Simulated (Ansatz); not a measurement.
Relaxation of CH2NSi (5 atoms, charge -1, multiplicity 1), to a largest force component of 0.02 eV/Å in at most 50 steps.

Theory: UKS PBE-D4/def2-SVP (Ansatz 0.2.0).

```xyz
5
Properties=species:S:1:pos:R:3
N -1.208 -0.758 -0.346
C -0.360 -0.061 -0.085
Si 1.204 0.803 0.349
H -1.964 -1.369 -0.575
H 2.327 1.385 0.656
```

Q: Where does it end, and by what steps?

A: The run converged. Limits of this set-up: an anion without diffuse functions, the dipole of an ion depends on the origin. After 18 steps the energy has fallen by 4.199 eV; H5 moved furthest, 1.03 Å. The start is strongly strained (largest force component 13 eV/Å).

```csv
step,energy less start (eV),largest force component (eV/Å),accepted
0,0.0000,12.767,yes
1,-1.2162,2.624,yes
2,-1.4188,1.510,yes
3,-1.7305,4.426,yes
4,-2.4130,3.799,yes
5,-3.0574,0.816,yes
6,-3.1449,0.640,yes
7,-3.2958,0.521,yes
8,-3.4689,1.760,yes
9,-3.8217,2.272,yes
10,-4.0353,1.939,yes
11,-4.1282,2.474,yes
12,-4.1903,0.509,yes
13,-4.1439,0.606,no
14,-4.1984,0.129,yes
15,-4.1988,0.073,yes
16,-4.1991,0.023,yes
17,-4.1991,0.019,no
18,-4.1991,0.013,yes
```

```xyz
5
Properties=species:S:1:pos:R:3
N -1.101 -0.558 -0.763
C -0.013 -0.223 -0.212
Si 1.623 0.065 0.411
H -1.824 -0.866 -0.070
H 1.316 1.583 0.634
```

Time of the run: 36 s on 1 thread of Arm Neoverse V1, on a shared host, peak memory 0.13 GiB.
